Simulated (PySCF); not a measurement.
## BF⁺: mean field, correlation and small terms against distance

State: ²Σ⁺, doublet, unpaired electrons σ ↑. ROHF-based CCSD(T) in PySCF 2.14 with B cc-pVTZ, F cc-pVTZ and B cc-pVQZ, F cc-pVQZ (frozen core orbitals: 2; no relativity). Correlation energies are extrapolated as n⁻³ (n = 3, 4), Hartree–Fock as (n+1)·exp(−9√n). CV is the change on freezing 0 orbitals instead, in B cc-pwCVTZ, F cc-pwCVTZ. SR is the spin-free X2C energy in B cc-pVTZ-DK, F cc-pVTZ-DK less the non-relativistic one in B cc-pVTZ, F cc-pVTZ. All energies in eV from B⁺ + F.

| R (Å) | HF/CBS | CCSD corr. | (T) | CV | SR | total |
| --- | --- | --- | --- | --- | --- | --- |
| 1.0722 | -3.517 | -0.387 | -0.1343 | -0.0913 | 0.0066 | -4.123 |
| 1.1210 | -4.076 | -0.435 | -0.1494 | -0.0765 | 0.0082 | -4.729 |
| 1.1697 | -4.316 | -0.482 | -0.1651 | -0.0641 | 0.0093 | -5.018 |
| 1.2184 | -4.322 | -0.529 | -0.1813 | -0.0535 | 0.0099 | -5.076 |
| 1.2672 | -4.158 | -0.576 | -0.1980 | -0.0445 | 0.0102 | -4.966 |
| 1.3281 | -3.786 | -0.635 | -0.2193 | -0.0351 | 0.0102 | -4.666 |
| 1.3890 | -3.294 | -0.694 | -0.2409 | -0.0274 | 0.0099 | -4.247 |

A fit to the total gives Re = 1.2085 Å, De = 5.080 eV, ωe = 1709.3 cm⁻¹, Be = 1.656 cm⁻¹ (masses 11.0093 and 18.9984 u).

**Question.** At R = 1.2184 Å the CCSD correlation energy is -0.292239 hartree in the smaller basis and -0.315817 in the larger. Extrapolate it.

**Answer.** (4³·E4 − 3³·E3)/(4³ − 3³) = -0.33302 hartree; the larger basis holds 94.8 % of it.

The T1 diagnostic is 0.022. The state was picked by a PBE0 search and need not be the measured ground state. Spin–orbit coupling, excitations beyond (T) and corrections to the Born–Oppenheimer picture are left out.
